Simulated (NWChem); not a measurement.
All runs are NWChem calculations. System: Na, charge -1, spin multiplicity 3. Its SCF solution wasn't tested for a lower state. Level: ROCR-CCSD(T)/def2-TZVPD, 1 core orbitals frozen.

The NWChem input:

```
start mol
memory heap 100 mb stack 700 mb global 1900 mb
charge -1
geometry units angstroms nocenter noautoz
  Na     0.000000     0.000000     0.000000
  symmetry group D2h
end
basis spherical
  * library def2-tzvpd
end
scf
  rohf
  nopen 2
  maxiter 100
  thresh 1e-7
  semidirect memsize 60000000 filesize 0
  # guess.movecs holds the orbitals of an unrestricted PBE0 run
  vectors input guess.movecs output mol.movecs
end
tce
  freeze core 1
  cr-ccsd(t)
  2eorb
  2emet 13
  thresh 1e-6
  maxiter 100
  tilesize 24
end
task tce energy
```

Output (cleaned and shortened):

```
             Northwest Computational Chemistry Package (NWChem) 7.3.0
             --------------------------------------------------------

                                NWChem Input Module
                                -------------------

 Scaling coordinates for geometry "geometry" by  1.889725989
 (inverse scale =  0.529177249)

                             Geometry "geometry" -> ""
                             -------------------------

 Output coordinates in angstroms (scale by  1.889725989 to convert to a.u.)

  No.       Tag          Charge          X              Y              Z
 ---- ---------------- ---------- -------------- -------------- --------------
    1 Na                  11.0000     0.00000000     0.00000000     0.00000000

 Effective nuclear repulsion energy (a.u.)       0.0000000000

            Nuclear Dipole moment (a.u.)
            ----------------------------
        X                 Y               Z
 ---------------- ---------------- ----------------
     0.0000000000     0.0000000000     0.0000000000

      Symmetry information
      --------------------

 Group name             D2h
 Group number             26
 Group order               8
 No. of unique centers     1

      Symmetry unique atoms

     1


 Summary of "ao basis" -> "" (spherical)
 ------------------------------------------------------------------------------
       Tag                 Description            Shells   Functions and Types
 ---------------- ------------------------------  ------  ---------------------
 *                         def2-tzvpd                 on all atoms

 Summary of "ao basis" -> "ao basis" (spherical)
 ------------------------------------------------------------------------------
       Tag                 Description            Shells   Functions and Types
 ---------------- ------------------------------  ------  ---------------------
 Na                        def2-tzvpd               13       35   5s5p3d

                                 NWChem SCF Module
                                 -----------------

  ao basis        = "ao basis"
  functions       =    35
  atoms           =     1
  closed shells   =     5
  open shells     =     2
  charge          =  -1.00
  wavefunction    = ROHF
  use symmetry    = T
  symmetry adapt  = T

 Summary of "ao basis" -> "ao basis" (spherical)
 ------------------------------------------------------------------------------
       Tag                 Description            Shells   Functions and Types
 ---------------- ------------------------------  ------  ---------------------
 Na                        def2-tzvpd               13       35   5s5p3d

      Symmetry analysis of basis
      --------------------------

        ag         11
        au          0
        b1g         3
        b1u         5
        b2g         3
        b2u         5
        b3g         3
        b3u         5

 Forming initial guess at       0.0s

      Symmetry analysis of molecular orbitals - initial
      -------------------------------------------------

  Numbering of irreducible representations:

     1 ag          2 au          3 b1g         4 b1u         5 b2g
     6 b2u         7 b3g         8 b3u

  Orbital symmetries:

     1 ag          2 ag          3 b2u         4 b3u         5 b1u
     6 ag          7 b1u         8 b3u         9 b2u        10 b1u
    11 b3u        12 b2u        13 ag         14 b1u        15 b3u
    16 b2u        17 b2g

 Starting SCF solution at       0.0s

 ----------------------------------------------
         Quadratically convergent ROHF

 Convergence threshold     :          1.000E-07
 Maximum no. of iterations :          100
 Final Fock-matrix accuracy:          1.000E-09
 ----------------------------------------------

              iter       energy          gnorm     gmax       time
             ----- ------------------- --------- --------- --------
                 1     -161.8367007080  3.58D-01  3.12D-01      0.1
                 2     -161.8387004061  4.47D-02  2.28D-02      0.1
                 3     -161.8389703382  1.18D-03  8.32D-04      0.1
                 4     -161.8389752761  2.44D-06  1.69D-06      0.1
                 5     -161.8389752761  4.56D-09  1.58D-09      0.1

       Final ROHF results
       ------------------

         Total SCF energy =   -161.838975276144
      One-electron energy =   -229.060051908519
      Two-electron energy =     67.221076632376
 Nuclear repulsion energy =      0.000000000000

        Time for solution =      0.1s

       Symmetry analysis of molecular orbitals - final
       -----------------------------------------------

  Numbering of irreducible representations:

     1 ag          2 au          3 b1g         4 b1u         5 b2g
     6 b2u         7 b3g         8 b3u

  Orbital symmetries:

     1 ag          2 ag          3 b2u         4 b3u         5 b1u
     6 ag          7 b1u         8 b2u         9 b3u        10 b1u
    11 b2u        12 b3u        13 ag         14 b2u        15 b3u
    16 b1u        17 ag

             Final eigenvalues
             -----------------

              1
    1  -40.3667
    2   -2.6866
    3   -1.4082
    4   -1.4082
    5   -1.4078
    6    0.0321
    7    0.0742
    8    0.1006
    9    0.1006
   10    0.1630
   11    0.1734
   12    0.1734
   13    0.1925
   14    0.3771
   15    0.3771
   16    0.3829
   17    0.3939

                       ROHF Final Molecular Orbital Analysis
                       -------------------------------------

 Vector    5  Occ=2.000000D+00  E=-1.407810D+00  Symmetry=b1u
              MO Center=  1.2D-32,  1.7D-32,  1.2D-19, r^2= 2.3D-01
   Bfn.  Coefficient  Atom+Function         Bfn.  Coefficient  Atom+Function
  ----- ------------  ---------------      ----- ------------  ---------------
     8      0.863394  1 Na pz                11      0.226599  1 Na pz

 Vector    6  Occ=1.000000D+00  E= 3.210739D-02  Symmetry=ag
              MO Center=  8.2D-37, -1.1D-35, -1.7D-34, r^2= 7.6D+00
   Bfn.  Coefficient  Atom+Function         Bfn.  Coefficient  Atom+Function
  ----- ------------  ---------------      ----- ------------  ---------------
     5      0.579401  1 Na s                  4      0.494049  1 Na s
     3     -0.204053  1 Na s

 Vector    7  Occ=1.000000D+00  E= 7.421335D-02  Symmetry=b1u
              MO Center=  4.1D-38,  4.1D-38,  5.5D-22, r^2= 2.6D+01
   Bfn.  Coefficient  Atom+Function         Bfn.  Coefficient  Atom+Function
  ----- ------------  ---------------      ----- ------------  ---------------
    20      0.820802  1 Na pz                14      0.156738  1 Na pz

 Vector    8  Occ=0.000000D+00  E= 1.006142D-01  Symmetry=b2u
              MO Center=  2.2D-18, -9.1D-18, -2.9D-18, r^2= 4.0D+01
   Bfn.  Coefficient  Atom+Function         Bfn.  Coefficient  Atom+Function
  ----- ------------  ---------------      ----- ------------  ---------------
    19      1.291605  1 Na py                13     -0.492457  1 Na py

 Vector    9  Occ=0.000000D+00  E= 1.006142D-01  Symmetry=b3u
              MO Center= -7.6D-25,  3.3D-30, -1.9D-29, r^2= 4.0D+01
   Bfn.  Coefficient  Atom+Function         Bfn.  Coefficient  Atom+Function
  ----- ------------  ---------------      ----- ------------  ---------------
    18      1.291605  1 Na px                12     -0.492457  1 Na px

 Vector   10  Occ=0.000000D+00  E= 1.629754D-01  Symmetry=b1u
              MO Center=  1.4D-18,  9.7D-19,  1.3D-17, r^2= 3.1D+01
   Bfn.  Coefficient  Atom+Function         Bfn.  Coefficient  Atom+Function
  ----- ------------  ---------------      ----- ------------  ---------------
    14      1.609168  1 Na pz                20     -1.338844  1 Na pz

 center of mass
 --------------
 x =   0.00000000 y =   0.00000000 z =   0.00000000

 moments of inertia (a.u.)
 ------------------
           0.000000000000           0.000000000000           0.000000000000
           0.000000000000           0.000000000000           0.000000000000
           0.000000000000           0.000000000000           0.000000000000

  Mulliken analysis of the total density
  --------------------------------------

    Atom       Charge   Shell Charges
 -----------   ------   -------------------------------------------------------
    1 Na  11    12.00   2.00  0.67  1.32  0.45  0.56  5.08  0.91  0.13  0.07  0.80  0.00 -0.00  0.00

 Mulliken analysis of the open-shell density
 -------------------------------------------

    Atom       Charge   Shell Charges
 -----------   ------   -------------------------------------------------------
    1 Na  11     2.00   0.00  0.00 -0.01  0.45  0.56  0.00 -0.00  0.13  0.06  0.80  0.00 -0.00  0.00

       Multipole analysis of the density wrt the origin
       ------------------------------------------------

     L   x y z        total         open         nuclear
     -   - - -        -----         ----         -------
     0   0 0 0     -1.000000     -2.000000     11.000000

     1   1 0 0     -0.000000     -0.000000      0.000000
     1   0 1 0      0.000000      0.000000      0.000000
     1   0 0 1     -0.000000     -0.000000      0.000000

     2   2 0 0    -29.280835    -27.128031      0.000000
     2   1 1 0     -0.000000     -0.000000      0.000000
     2   1 0 1      0.000000     -0.000000      0.000000
     2   0 2 0    -29.280835    -27.128031      0.000000
     2   0 1 1      0.000000     -0.000000      0.000000
     2   0 0 2    -66.079098    -63.928522      0.000000

                   NWChem Extensible Many-Electron Theory Module
                   ---------------------------------------------


            General Information
            -------------------
      Number of processors :     1
         Wavefunction type : Restricted open-shell Hartree-Fock
          No. of electrons :    12
           Alpha electrons :     7
            Beta electrons :     5
           No. of orbitals :    70
            Alpha orbitals :    35
             Beta orbitals :    35
        Alpha frozen cores :     1
         Beta frozen cores :     1
     Alpha frozen virtuals :     0
      Beta frozen virtuals :     0
         Spin multiplicity : triplet
    Number of AO functions :    35
       Number of AO shells :    13
        Use of symmetry is : on
      Symmetry adaption is : on
         Schwarz screening : 0.10D-09

          Correlation Information
          -----------------------
          Calculation type : Coupled-cluster singles & doubles w/ perturbation
   Perturbative correction : Completely renormalized (T)
            Max iterations :      100
        Residual threshold : 0.10D-05
     T(0) DIIS level shift : 0.00D+00
     L(0) DIIS level shift : 0.00D+00
     T(1) DIIS level shift : 0.00D+00
     L(1) DIIS level shift : 0.00D+00
     T(R) DIIS level shift : 0.00D+00
     T(I) DIIS level shift : 0.00D+00
   CC-T/L Amplitude update :  5-th order DIIS
                I/O scheme : Global Array Library
        L-threshold :  0.10D-05
        EOM-threshold :  0.10D-05
 no EOMCCSD initial starts read in
 TCE RESTART OPTIONS
 SLICE:      F
 D4D5:       F
 quantumc:   F
 qrotation:  F
 pwtce:      F
 qducc:      F
 nacto:                         0
 nrotv:                         0
 nrot:                          0

            Memory Information
            ------------------
          Available GA space size is     249034350 doubles
          Available MA space size is     104855340 doubles

 Maximum block size supplied by input
 Maximum block size        24 doubles

 tile_dim =      8

 -------------------------------------------------

 Global array virtual files algorithm will be used

 Parallel file system coherency ......... OK

 4-electron integrals stored in orbital form

 v2    file size   =            37202
 4-index algorithm nr.  13 is used
 imaxsize =       30
 imaxsize ichop =        0


CCSD iterations
 ---------------------------------------------------------
 Iter          Residuum       Correlation     Cpu    Wall
 ---------------------------------------------------------
    1   0.0797969642360  -0.1647600541660     1.0     1.0
    2   0.0129322470693  -0.1696363845319     1.0     1.0
    3   0.0030309441996  -0.1704393172498     1.0     1.0
    4   0.0008833063187  -0.1706017712339     1.0     1.0
    5   0.0002887853974  -0.1706521106700     1.0     1.0
    6   0.0000619021732  -0.1706732963743     1.0     1.0
    7   0.0000179548352  -0.1706745517386     1.0     1.0
    8   0.0000061532138  -0.1706748678397     1.1     1.1
    9   0.0000023985962  -0.1706750191005     1.0     1.0
   10   0.0000010013483  -0.1706750834092     1.0     1.0
   11   0.0000003057462  -0.1706751323705     1.0     1.0
 -----------------------------------------------------------------
 Iterations converged
 CCSD correlation energy / hartree =        -0.170675132370531
 CCSD total energy / hartree       =      -162.009650408514119

 Singles contributions

 Doubles contributions
 CR-CCSD(T)

 CR-CCSD[T]  correction energy / hartree =        -0.002253465459827
 CR-CCSD[T] correlation energy / hartree =        -0.172928597830359
 CR-CCSD[T] total energy / hartree       =      -162.011903873973949
 CR-CCSD(T)  correction energy / hartree =        -0.002007376928678
 CR-CCSD(T) correlation energy / hartree =        -0.172682509299210
 CR-CCSD(T) total energy / hartree       =      -162.011657785442793

 Task  times  cpu:       15.2s     wall:       15.2s

 Total times  cpu:       15.2s     wall:       15.2s
```
